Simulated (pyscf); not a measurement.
A first-order saddle from PySCF, ωB97X-D3(BJ)/def2-SVP:

```xyz
13

C     -2.0711     1.6111     0.4843
Ga    -0.5368     0.3914     0.3931
C     -0.2022    -1.2025    -0.6870
H     -3.0037     1.0541     0.6685
H     -1.9539     2.3532     1.2891
H     -2.1929     2.1534    -0.4681
H      0.0072     0.0118     2.1461
H     -0.2643    -0.9653    -1.7616
H      0.8026    -1.5992    -0.4785
H     -0.9403    -1.9921    -0.4745
O      1.1735     1.3184     0.7754
H      0.6962     0.6417     1.7742
H      1.1159     2.2682     0.9418
```

Surface: singlet, charge 0. Lowest wavenumbers (cm⁻¹): 1258i, 57, 66, 142, 157.

Which two sides does it connect, and which bonds change?

H₃C–GaH–CH₃ (SMILES [CH3][GaH][CH3]) + H₂O (SMILES O) <-> H₃C–Ga(CH₃)–OH (SMILES [CH3][Ga]([CH3])[OH]) + H₂ (SMILES [H][H]), a four-centre exchange read from left to right: Ga–H, H–O broken and Ga–O, H–H formed. At ωB97M-D3(BJ)/def2-TZVP it lies +9.0 kcal/mol from the left side and +22.3 kcal/mol from the right (each side as separated species at their lowest minima found). On the reactant side the descent ends in an adduct with a Ga–O contact, 13.9 kcal/mol under the separated species and 21.5 kcal/mol under the saddle at ωB97X-D3(BJ)/def2-TZVP. What is counted as formed (Ga–O) is already present as a longer contact in the reactant adduct; forming that adduct is a step of its own. At the saddle there is also a short Ga–H contact that neither side keeps. This is the saddle that the search found; another between the same sides may lie lower. Elements up to Kr have no core potential and no relativistic terms here.
